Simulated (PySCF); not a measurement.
Name the molecule from its bond curve

A diatomic of charge 0 contains C. Its quartet curve at UHF-CCSD in a double-zeta basis (no relativity, PySCF), in eV from the separated fragments:

R (Å), E (eV) and a bar:
```
    1.783     -2.744 ########################
    1.862     -2.978 ########
    1.922     -3.065 ##
    1.981     -3.095 
    2.040     -3.080 #
    2.120     -3.011 ######
    2.219     -2.871 ###############
    2.338     -2.655 ##############################
```

The fit gives ωe = 624 cm⁻¹ and the rotational constant Bₑ = 0.5131 cm⁻¹.

Which atom is the partner?

The minimum lies at 1.989 Å, so the reduced mass is 16.8576 u Å² cm⁻¹/(Bₑ·Re²) = 8.305 u. With C at 12.00 u the partner weighs about 27.0 u: Al. The molecule is AlC.

Correlated steps freeze 6 core orbitals. The CCSD T1 diagnostic is raised, a sign that a single reference may not be enough here. The state was picked by a PBE0 search and need not be the measured ground state.
